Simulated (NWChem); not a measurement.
The numbers come from NWChem runs, not from measurements. System: ClNa, charge 0, spin multiplicity 1, at a geometry optimised with PBE/def2-SVP. The structure started from a generated list of species. Level: CCSD(T)/def2-QZVP, 6 core orbitals frozen.

NWChem printed:

```
             Northwest Computational Chemistry Package (NWChem) 7.3.0
             --------------------------------------------------------

                                NWChem Input Module
                                -------------------

 Scaling coordinates for geometry "geometry" by  1.889725989
 (inverse scale =  0.529177249)

 Turning off AUTOSYM since
 SYMMETRY directive was detected!

                             Geometry "geometry" -> ""
                             -------------------------

 Output coordinates in angstroms (scale by  1.889725989 to convert to a.u.)

  No.       Tag          Charge          X              Y              Z
 ---- ---------------- ---------- -------------- -------------- --------------
    1 Na                  11.0000     0.00000000     0.00000000    -1.42534500
    2 Cl                  17.0000     0.00000000     0.00000000     0.92228200

 Effective nuclear repulsion energy (a.u.)      42.1515622213

            Nuclear Dipole moment (a.u.)
            ----------------------------
        X                 Y               Z
 ---------------- ---------------- ----------------
     0.0000000000     0.0000000000    -0.0000018897

      Symmetry information
      --------------------

 Group name             C2v
 Group number             16
 Group order               4
 No. of unique centers     2

      Symmetry unique atoms

     1    2


 Summary of "ao basis" -> "" (spherical)
 ------------------------------------------------------------------------------
       Tag                 Description            Shells   Functions and Types
 ---------------- ------------------------------  ------  ---------------------
 *                         def2-qzvp                  on all atoms

 Summary of "ao basis" -> "ao basis" (spherical)
 ------------------------------------------------------------------------------
       Tag                 Description            Shells   Functions and Types
 ---------------- ------------------------------  ------  ---------------------
 Na                        def2-qzvp                18       46   9s5p3d1f
 Cl                        def2-qzvp                22       70   9s6p4d2f1g

                                 NWChem SCF Module
                                 -----------------

  ao basis        = "ao basis"
  functions       =   116
  atoms           =     2
  closed shells   =    14
  open shells     =     0
  charge          =   0.00
[...]
     2   0 0 2     -8.147992      0.000000    131.443598

                   NWChem Extensible Many-Electron Theory Module
                   ---------------------------------------------


            General Information
            -------------------
      Number of processors :     1
         Wavefunction type : Restricted Hartree-Fock
          No. of electrons :    28
           Alpha electrons :    14
            Beta electrons :    14
           No. of orbitals :   232
            Alpha orbitals :   116
             Beta orbitals :   116
        Alpha frozen cores :     6
         Beta frozen cores :     6
     Alpha frozen virtuals :     0
      Beta frozen virtuals :     0
         Spin multiplicity : singlet
    Number of AO functions :   116
       Number of AO shells :    40
        Use of symmetry is : on
      Symmetry adaption is : on
         Schwarz screening : 0.10D-09

          Correlation Information
          -----------------------
          Calculation type : Coupled-cluster singles & doubles w/ perturbation
   Perturbative correction : (T)
            Max iterations :      100
        Residual threshold : 0.10D-05
     T(0) DIIS level shift : 0.00D+00
     L(0) DIIS level shift : 0.00D+00
     T(1) DIIS level shift : 0.00D+00
     L(1) DIIS level shift : 0.00D+00
     T(R) DIIS level shift : 0.00D+00
     T(I) DIIS level shift : 0.00D+00
   CC-T/L Amplitude update :  5-th order DIIS
                I/O scheme : Global Array Library
        L-threshold :  0.10D-05
        EOM-threshold :  0.10D-05
 no EOMCCSD initial starts read in
 TCE RESTART OPTIONS
 SLICE:      F
 D4D5:       F
 quantumc:   F
 qrotation:  F
 pwtce:      F
 qducc:      F
 nacto:                         0
 nrotv:                         0
 nrot:                          0

            Memory Information
            ------------------
          Available GA space size is     249023344 doubles
          Available MA space size is     104852140 doubles

 Maximum block size supplied by input
 Maximum block size        24 doubles

 tile_dim =     23

 -------------------------------------------------

 Global array virtual files algorithm will be used

 Parallel file system coherency ......... OK

 4-electron integrals stored in orbital form

 v2    file size   =          8776372
 4-index algorithm nr.  13 is used
 imaxsize =       30
 imaxsize ichop =        0


CCSD iterations
 ---------------------------------------------------------
 Iter          Residuum       Correlation     Cpu    Wall
 ---------------------------------------------------------
    1   0.1418194915275  -0.3628960505877     1.0     1.0
    2   0.0286481823562  -0.3786601507988     0.9     0.9
    3   0.0080822589683  -0.3824111550522     0.8     0.8
    4   0.0027347422218  -0.3830976297829     0.9     0.9
    5   0.0010458690216  -0.3833208071636     1.2     1.2
    6   0.0004813639520  -0.3833860695765     0.9     0.9
    7   0.0002519013797  -0.3834080806258     0.7     0.7
    8   0.0001505549556  -0.3834083107398     0.9     0.9
    9   0.0001005289096  -0.3834093006738     0.8     0.8
   10   0.0000643060821  -0.3834101021161     0.8     0.8
   11   0.0000124733247  -0.3834103936522     0.8     0.8
   12   0.0000059318081  -0.3834110196710     0.7     0.7
   13   0.0000033645938  -0.3834109892192     0.6     0.6
   14   0.0000019353440  -0.3834109845262     0.7     0.7
   15   0.0000012013335  -0.3834109787157     0.7     0.7
   16   0.0000003535553  -0.3834109491832     0.8     0.8
 -----------------------------------------------------------------
 Iterations converged
 CCSD correlation energy / hartree =        -0.383410949183207
 CCSD total energy / hartree       =      -621.842754147968776

 Singles contributions

 Doubles contributions
 CCSD(T)
 Using plain CCSD(T) code
             total no. of tasks          428
 total no. of tasks / no. procs          428
                         wl_min        26496           5.5
                         wl_max       744832           9.5
        thresh for no. of tasks          428

 CCSD[T]  correction energy / hartree =        -0.012755020288522
 CCSD[T] correlation energy / hartree =        -0.396165969471729
 CCSD[T] total energy / hartree       =      -621.855509168257299
 CCSD(T)  correction energy / hartree =        -0.012502499091943
 CCSD(T) correlation energy / hartree =        -0.395913448275150
 CCSD(T) total energy / hartree       =      -621.855256647060742

 Task  times  cpu:       83.9s     wall:       83.9s

 Total times  cpu:       84.0s     wall:       84.0s
```

Question: Write an NWChem input that would produce this output.

Answer: This is not unique; one that fits is 
```
start mol
memory heap 100 mb stack 700 mb global 1900 mb
geometry units angstroms nocenter noautoz
  Na     0.000000     0.000000    -1.425345
  Cl     0.000000     0.000000     0.922282
  symmetry group C2v
end
basis spherical
  * library def2-qzvp
end
scf
  rhf
  nopen 0
  maxiter 100
  thresh 1e-7
  semidirect memsize 60000000 filesize 0
end
tce
  freeze core 6
  ccsd(t)
  2eorb
  2emet 13
  thresh 1e-6
  maxiter 100
  tilesize 24
end
task tce energy
```
